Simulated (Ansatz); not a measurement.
# H4OSi: the cost of one run

Method: RKS B3LYP-D4/def2-SVP, in Ansatz 0.2.0.

### 1 Starting point

Bond lengths: Si1–O2 1.880 Å, O2–H3 1.010 Å, Si1–H4 1.660 Å, Si1–H5 1.459 Å, Si1–H6 1.459 Å. Angles: Si1–O2–H3 77.3°, O2–Si1–H4 45.4°, O2–Si1–H5 122.6°, O2–Si1–H6 122.6°, H4–Si1–H5 121.8°, H4–Si1–H6 121.8°, H5–Si1–H6 109.5°.

Coordinates:

```xyz
6

Si    0.0000    0.0000    0.0000
O     1.0382    0.0000    1.5673
H     0.1287   -0.2814    1.9044
H     1.6290    0.0000    0.3193
H    -0.6877    1.1914   -0.4862
H    -0.6877   -1.1914   -0.4862
```

### 2 Pulling towards end A

Springs on the bonds that form and break draw the guess towards this end; the thresholds are loose.

Contents of input.yaml:

```yaml
crystal:
  periodic: [false, false, false]
  atoms:
    - { symbol: Si, position_ang: [0.0, 0.0, 0.0] }
    - { symbol: O, position_ang: [1.0382, 0.0, 1.5673] }
    - { symbol: H, position_ang: [0.1287, -0.2814, 1.9044] }
    - { symbol: H, position_ang: [1.629, 0.0, 0.3193] }
    - { symbol: H, position_ang: [-0.6877, 1.1914, -0.4862] }
    - { symbol: H, position_ang: [-0.6877, -1.1914, -0.4862] }
basis:
  gaussian: { orbitals: def2-SVP }
hamiltonian:
  xc: b3lyp
  dispersion: d4
relax:
  f_tol: 0.15
  max_steps: 25
  restrain:
    - { distance: [1, 3], at: 2.21, k: 30.0 }
    - { distance: [0, 1], at: 1.68, k: 30.0 }
    - { distance: [0, 3], at: 1.46, k: 30.0 }
```

The run is started by

```sh
$ ansatz run input.yaml --threads 1 --pin off --max-ram 2048MiB --backend cpu --events-out ev --progress --plain --runs-dir out
```

What time and memory should one allow on 1 thread of AMD EPYC 7R43 (Zen 3), shared host?

About 12 s, with a peak of 0.12 GiB.
